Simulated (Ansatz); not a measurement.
# doublet BS: levels of theory in one basis

```yaml
atoms:
  - { symbol: B, position_ang: [0.0000, 0.0000, 0.0000] }
  - { symbol: S, position_ang: [0.0000, 0.0000, 1.7699] }
```

Basis set: def2-SVP (spherical functions). Correlated methods keep 6 orbitals frozen. Correlation on ROHF uses semicanonical orbitals with singles. Charge 0, multiplicity 2.

Computed with Ansatz (development build ahead of 0.2.0); each method stands on the lowest determinant of its kind that the runs found.

```tsv
method	E − E(ROHF) (eV)	<S²> of the determinant
ROHF	0.00	–
UHF	-0.14	0.94
UHF-MP2	-5.06	0.94
ROHF-CCSD(T)	-5.99	–
UHF-CCSD(T)	-5.96	0.94
```

What does ROHF-MP2 give on the same scale?

-5.12 eV.

Is a single determinant a sound starting point here?

Only with care. Unrestricted orbitals gain 0.14 eV and <S²> is 0.94 against 0.75 for a pure state, a contamination that matters most for the unrestricted series.

Caution for UHF, UHF-MP2, UHF-CCSD(T): the unrestricted determinant is spin contaminated.
